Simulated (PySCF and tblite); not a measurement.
Values are calculated unless marked as measured or tabulated.
2 E/Z isomers of C5H8O, numbered alike:

```csv
isomer,SMILES,descriptors
A,[CH2:1]=[CH:2]/[CH:3]=[CH:4]/[O:5][CH3:6],3=4 E
B,[CH2:1]=[CH:2]/[CH:3]=[CH:4]\[O:5][CH3:6],3=4 Z
```

Protocol: conformer search, at most 6 conformers an isomer, GFN2-xTB geometries, energies r2SCAN/def2-TZVP (D3(BJ) added where defined), weights at 298.15 K with GFN2-xTB thermal terms. Programs: PySCF with density fitting and tblite.

Equilibrium rotational constants and dipole components of each isomer's leading conformer, in random order:

```csv
set,A (MHz),B (MHz),C (MHz),abs μa,abs μb,abs μc (D)
P,12866,1612,1446,0.98,0.81,0.00
Q,14884,1601,1459,2.08,0.66,0.00
```

Question: Match sets and isomers.

Answer: P is A (Cs), Q is B (Cs).

The whole study took 2.2 min on 1 thread of AMD EPYC 9R45 96-Core (shared host) (rough), peak memory 0.84 GiB, launched as `OMP_NUM_THREADS=1 python ens_run.py task.json out`.
